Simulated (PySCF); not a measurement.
**HO, SMILES `[OH]` (charge 0, multiplicity 2)**

Level of theory: PBE-D3(BJ)/def2-TZVP // r2SCAN-D4/def2-SVP in PySCF.

```json
{
  "highest_occupied_spin_orbital": "-7.16 eV",
  "dipole_moment": "1.73 D",
  "total_energy": "-75.6819 Ha",
  "cost": "roughly 4 core-seconds"
}
```

Bond lengths (Å): O1–H2 0.978.
Charge 0, spin multiplicity 2.
